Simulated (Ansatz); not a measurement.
# Redistribution: C5H11Cl + CH2Cl2 → C4H8Cl2 + C2H5Cl

Gas-phase species: C5H11Cl (1-chloropentane) `CCCCCCl`, singlet; CH2Cl2 (dichloromethane) `ClCCl`, singlet; C4H8Cl2 `ClCCCCCl`, singlet; C2H5Cl `CCCl`, singlet. The partners trade CH3 for Cl; both sit on C, so the bond types are kept.

Shapes, held fixed at every level: PBE0-D4/def2-TZVP. Flexible molecules stand in one conformer, not always the lowest. Programs: Ansatz 0.2.0. Electronic energies: no zero-point or thermal term.

```tsv
level	kind	ΔE (kJ/mol)	less CCSD(T)/CBS estimate
HF/def2-SVP	Hartree–Fock	-34.4	-7.6
SPW92/def2-TZVPP	LDA	-25.1	+1.7
r2SCAN-D4/def2-TZVPP	meta-GGA	-26.7	+0.1
BHLYP-D4/def2-TZVPP	global hybrid	-29.2	-2.4
B2PLYP/def2-TZVPP	double hybrid	-26.5	+0.3
MP2/def2-SVP	perturbation theory	-28.2	-1.4
CCSD(T)/CBS estimate	coupled cluster or CI	-26.8	0.0
```

The highest level, CCSD(T)/CBS estimate, gives ΔE = -26.8 kJ/mol; the levels span -34.4 to -25.1. The column of differences is taken from that level and isn't an error. No measured value is set beside it here. The CBS estimate extrapolates MP2 from def2-TZVPP and def2-QZVPP and adds CCSD(T) − MP2 in the triple-zeta set, cores frozen.
